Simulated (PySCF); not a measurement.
Delta-SCF ions had no search for a lower state. 

## H3N, SMILES `N` (charge 0, multiplicity 1)

The numbers are results of PBE0-D4/def2-TZVP // PBE0-D4/def2-SVP (PySCF), not measurements.

```
Quantity                                                Result
--------------------------------------  ----------------------
HOMO                                                  -7.69 eV
dipole moment                                           1.79 D
HOMO–LUMO gap                                          8.71 eV
LUMO                                                   1.01 eV
vertical ionisation energy (Delta-SCF)                10.87 eV
total energy                                       -56.5132 Ha
cost                                    roughly 9 core-seconds
```

```xyz
4

N      0.0076    -0.0049     0.3040
H      0.9264    -0.1090    -0.1264
H     -0.5631    -0.7479    -0.0992
H     -0.3710     0.8615    -0.0783
```
